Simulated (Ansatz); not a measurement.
Total energies of C₅H₆S, SMILES `Cc1cccs1`.

Cartesian coordinates in Å:
```
C -0.060 -0.926 1.774
C -0.071 -0.338 0.405
C 0.398 0.879 0.004
C 0.227 1.121 -1.383
C -0.373 0.079 -2.021
S -0.727 -1.190 -0.934
H 0.396 -0.222 2.472
H 0.513 -1.856 1.813
H -1.069 -1.146 2.130
H 0.854 1.583 0.689
H 0.536 2.029 -1.883
H -0.625 -0.012 -3.067
```

The species carries charge 0 and has multiplicity 1. The structure was optimised at the PBE0-D4/def2-TZVP level. Basis def2-TZVPP, Ansatz 0.2.0.

RPA on PBE orbitals: Hartree–Fock energy of these orbitals -590.37474 Eh, correlation -1.58746 Eh (frozen core).

```
functional  energy without D4 (Eh)  D4 term (kJ/mol)
     B3LYP              -592.43260             -50.3
     BHLYP              -592.28310             -36.9
```

(1) Give the same for LDA (SPW92), PBE, revPBE, BLYP, r2SCAN, B97M-V, PBE0, r2SCANh, r2SCAN0, HSE06 (plane-wave form), CAM-B3LYP, LC-ωPBE, ωB97X-V, ωB97M-V, B2PLYP, PBE-QIDH. (An estimate is asked.)

B3LYP takes the VWN-RPA correlation (the form of Gaussian; ORCA's B3LYP/G). HSE06 is the plane-wave form, built on full-range PBE exchange. The double hybrids freeze the cores in their second-order part.

Answers

(1) The calculation gave: 
```csv
functional,energy without D4 (Eh),D4 term (kJ/mol)
LDA (SPW92),-589.24452,–
PBE,-591.98496,-31.2
revPBE,-592.28667,-101.0
BLYP,-592.31677,-69.8
r2SCAN,-592.27034,-7.6
B97M-V,-592.32304,–
PBE0,-592.03870,-26.2
r2SCANh,-592.25962,-8.1
r2SCAN0,-592.24473,-8.9
HSE06 (plane-wave form),-592.02011,-24.3
CAM-B3LYP,-592.30629,-26.4
LC-ωPBE,-592.15642,–
ωB97X-V,-592.29482,–
ωB97M-V,-592.30337,–
B2PLYP,-592.10868,–
PBE-QIDH,-591.92177,–
```

LC-ωPBE has ω = 0.4 bohr⁻¹.
